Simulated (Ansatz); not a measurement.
Relaxing TlV₂

Computed with Ansatz 0.2.0, DFT PBE, scalar-relativistic, plane waves, PAW. Cutoff 420 eV, Γ-centred k mesh, Gaussian smearing, no spin polarisation in the final step.

The start puts TlV₂ on the cubic Laves (C15) structure type (Fd-3m, No. 227), with Tl in place of Mg, V in place of Cu, at a guessed volume.

```xyz
6
Lattice="0.0000 3.8114 3.8114 3.8114 0.0000 3.8114 3.8114 3.8114 0.0000" Properties=species:S:1:pos:R:3 pbc="T T T"
V     4.7643    4.7643    4.7643
V     4.7643    2.8586    2.8586
V     2.8586    2.8586    4.7643
V     2.8586    4.7643    2.8586
Tl    0.0000    0.0000    0.0000
Tl    1.9057    1.9057    1.9057
```

Cell and atoms relax at zero pressure; the relaxation can't lower the symmetry of the start. After a coarse first stage the cell is made exact in the group found at 0.06 Å.

Formation energies are uncorrected and refer to the elements' standard structures at the same level.

Task: What does it relax into?

Result: It keeps Fd-3m (No. 227). The result has the cubic Laves (C15) structure. Conventional cell: a = 7.406 Å. V is coordinated by 6 V at 2.62 Å and 6 Tl at 3.07 Å; around Tl lie 12 V at 3.07 Å and 4 Tl at 3.21 Å.

Space group Fd-3m:1 (No. 227). a = 7.406 Å, b = 7.406 Å, c = 7.406 Å, α = 90.00°, β = 90.00°, γ = 90.00°
```tsv
atom	site	symmetry	x	y	z
V	16c	.-3m	0.1250	0.1250	0.1250
Tl	8b	-43m	0.0000	0.0000	0.5000
```

Task: What are its volume, energy, density and gap?

Result: The volume per atom is 16.93 Å³ and the density is 10.02 g/cm³. The energy over the elements is 0.50 eV/atom and the gap on the 10×10×10 mesh is 0 eV (a metal).

The final run used a 10×10×10 mesh on its 6-atom cell and 0.10 eV smearing. The k mesh leaves about 4 meV/atom of noise in metals. Spin–orbit coupling is left out. Symmetry constrained the relaxation, so the result can be a saddle point.

Cost: 3 runs of about 1.8 core-minutes in all, on Arm Neoverse V2 (shared hosts).